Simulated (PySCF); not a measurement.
**Helium: a sound run and one with changed settings**

Sound run: He 1s2, He⁺ 1s1. Computed with PySCF 2.14 in aug-cc-pVDZ-DK (3s2p, 9 functions), with the spin-free X2C one-electron Hamiltonian (Gaussian nucleus). The sound run starts from symmetry-adapted Hartree-Fock orbitals and uses a fine grid where one is needed.

Changed run: radial step 0.8 in ln r (0.13 in the sound run). This setting is unsound on purpose.

```json
{"species": "He", "method": "UHF", "sound run (hartree)": "-2.85580", "changed run (hartree)": "-2.85580", "converged": "yes"}
{"species": "He", "method": "M06-L", "sound run (hartree)": "-2.90469", "changed run (hartree)": "-2.91126", "converged": "yes"}
{"species": "He", "method": "PBE", "sound run (hartree)": "-2.88706", "changed run (hartree)": "-2.89087", "converged": "yes"}
{"species": "He⁺", "method": "UHF", "sound run (hartree)": "-1.99446", "changed run (hartree)": "-1.99446", "converged": "yes"}
{"species": "He⁺", "method": "M06-L", "sound run (hartree)": "-2.00059", "changed run (hartree)": "-2.01621", "converged": "yes"}
{"species": "He⁺", "method": "PBE", "sound run (hartree)": "-1.98880", "changed run (hartree)": "-1.99215", "converged": "yes"}
```

Ionisation energy of He:

```csv
method,sound run (eV),changed run (eV)
UHF,23.438,23.438
M06-L,24.602,24.356
PBE,24.443,24.456
```

A coarse radial grid mis-integrates the density and the exchange-correlation energy, with errors of either sign; Hartree-Fock needs no grid.

For comparison, NIST gives 24.587 eV between the lowest levels.
